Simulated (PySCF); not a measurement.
LiF, SMILES [F][Li].

Coordinates come from a PBE-D3(BJ)/def2-TZVPD optimisation.

Level of theory: ωB97X/def2-TZVPD (PySCF).

Gas-phase values at a fixed geometry.

The total energy is -107.44644 hartree. The point group is C∞v. The highest occupied level comes out as -10.46 eV, the lowest empty level is 0.19 eV and the orbital gap comes out as 10.65 eV. The dipole moment is 6.38 D and the quadrupole, principal values (traceless, Buckingham form, about the centre of nuclear charge) is -3.32, -3.32, 6.64 D·Å. The mean static polarisability is 9.7 bohr³ (1.44 Å³) and the polarisability, principal values is 9.7, 9.7, 9.7 bohr³.
